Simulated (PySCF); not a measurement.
Proton affinity of 2,5-dihydrofuran, site by site

System: 2,5-dihydrofuran, `C1=CCOC1` (C4H6O). Coordinates in Å; atoms count from 1 in this order:
```
C    -0.7276    0.8182   -0.2146
C     0.5667    0.9592    0.0667
C     1.1769   -0.3919    0.2795
O     0.1254   -1.3093    0.0787
C    -1.0795   -0.6374   -0.2110
H    -1.4426    1.6163   -0.4201
H     1.1212    1.8962    0.1373
H     1.5996   -0.5014    1.2989
H     2.0042   -0.5940   -0.4302
H    -1.8511   -0.8774    0.5484
H    -1.4809   -0.9733   -1.1883
```

Energies: Hartree-Fock, HF/def2-TZVP (PySCF, density fitting, unrestricted for open shells), on PBE0-D3(BJ)/def2-SVP structures. Thermal corrections: PBE0-D3(BJ)/def2-SVP frequencies, unscaled, ideal gas at 298.15 K and 1 bar, quasi-RRHO entropy.

```jsonl
{"site": "O4 (ether oxygen)", "product": "C1=CC[OH+]C1", "PA / kJ/mol": "829", "GB / kJ/mol": "799"}
```

PA is −ΔH and GB is −ΔG of B + H⁺ → BH⁺ in the gas phase. Sites whose products fell apart, merged with another or lost in a GFN2-xTB screen aren't listed.

In THF the product from O4 is solvated 217 kJ/mol more strongly than the parent (electrostatics only).

Measured values (NIST Chemistry WebBook, evaluated or the median of agreeing entries): proton affinity (−ΔH) 823 kJ/mol (computed 829, difference 6); gas-phase basicity (−ΔG) 796 kJ/mol (computed 799, difference 3).

Known limits: Hartree-Fock leaves out electron correlation, so its proton affinities can be off by tens of kJ/mol.
